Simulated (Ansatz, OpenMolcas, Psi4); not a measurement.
## BN (SMILES B#N): the energy, rung by rung

BN has 2 atoms, charge 0, and is taken as a triplet. SMILES: `B#N`. The coordinates come from a PBE0-D4/def2-TZVP relaxation.

```xyz
2

B     0.0000    0.0000   -0.0235
N     0.0000    0.0000    1.2919
```

Each level gives the energy change with the B1–N2 bond stretched from 1.315 to 2.894 Å (eV). The values are calculated.

```csv
level,kind,program,value (eV),CPU time (all runs)
UPBE/cc-pVTZ,GGA,OpenMolcas,4.77,27 s
U-r2SCAN/cc-pVTZ,meta-GGA,OpenMolcas,4.59,70 s
UM06-2X/cc-pVTZ,hybrid meta-GGA,OpenMolcas,4.43,2.9 min
U-wB97M-V/cc-pVTZ,range-separated hybrid,Ansatz,4.40,36 s
UPBE-QIDH/cc-pVTZ,double hybrid,Ansatz,4.37,8.4 s
RPA@PBE/cc-pVTZ,RPA,Ansatz,4.04,14 s
UMP3/cc-pVTZ,perturbation theory,Psi4,6.31,17 s
UBCCD(T)/cc-pVTZ,coupled cluster or CI,Ansatz,4.18,13 s
```

The first shape isn't each level's own minimum. The values span 4.04 to 6.31 eV. Spin contamination of the reference (⟨S²⟩ at least 0.1 too high) touches UPBE/cc-pVTZ, U-r2SCAN/cc-pVTZ, UM06-2X/cc-pVTZ, U-wB97M-V/cc-pVTZ, UPBE-QIDH/cc-pVTZ, RPA@PBE/cc-pVTZ, UMP3/cc-pVTZ, UBCCD(T)/cc-pVTZ. CPU times are rough (shared hosts, several kinds of processor): they show what a rung costs within a factor of a few.
